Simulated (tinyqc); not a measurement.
Inside a calculation. Method: Born-Oppenheimer dynamics on the UHF/sto-6g surface (energies and gradients from PySCF), for CH2, spin multiplicity 3. Computed by tinyqc, a small Python program that keeps every step (integrals from PySCF). Settings: charge = 0, multiplicity = 3, basis = sto-6g, time step (fs) = 0.5, steps = 16. Command: `OMP_NUM_THREADS=1 python tinyqc.py 30808 30809 out.jsonl` (the two numbers bound the seeds that draw the settings). One thread of a shared host (Intel(R) Xeon(R) Processor @ 2.60GHz), about 3 s of CPU time with the checks.

positions (bohr):
```
            x          y          z
1C   0.028346  -0.011338  -0.018897
2H  -0.085038   1.657290   1.060136
3H   0.039684  -1.555245   1.045019
```

The total energy should stay constant up to terms of order dt^2; the step counts as short enough if it moves by less than 2 % of the largest kinetic energy.

Trajectory:
```
time (fs)  1C-2H (angstrom)  potential (hartree)  kinetic (hartree)  total (hartree)
0.000000           1.053247         -38.80370999         0.00064908     -38.80306091
0.500000           1.057744         -38.80427779         0.00118753     -38.80309025
1.000000           1.064615         -38.80710221         0.00389706     -38.80320515
1.500000           1.073054         -38.81043550         0.00712399     -38.80331151
2.000000           1.082145         -38.81257788         0.00922989     -38.80334799
2.500000           1.090960         -38.81283572         0.00951712     -38.80331861
3.000000           1.098657         -38.81154114         0.00828335     -38.80325779
3.500000           1.104544         -38.80956755         0.00637116     -38.80319639
4.000000           1.108135         -38.80784871         0.00469713     -38.80315158
4.500000           1.109171         -38.80708654         0.00395640     -38.80313014
5.000000           1.107630         -38.80762210         0.00448848     -38.80313362
5.500000           1.103718         -38.80939864         0.00623729     -38.80316134
6.000000           1.097843         -38.81197205         0.00876159     -38.80321047
6.500000           1.090571         -38.81456784         0.01129476     -38.80327308
7.000000           1.082570         -38.81622672         0.01289551     -38.80333121
7.500000           1.074532         -38.81610588         0.01275149     -38.80335440
8.000000           1.067107         -38.81394948         0.01063824     -38.80331124
```

Is the time step short enough?

No. The total energy moves within 2.9e-04 hartree; that is over 2 % of the largest kinetic energy, so the time step is too long.
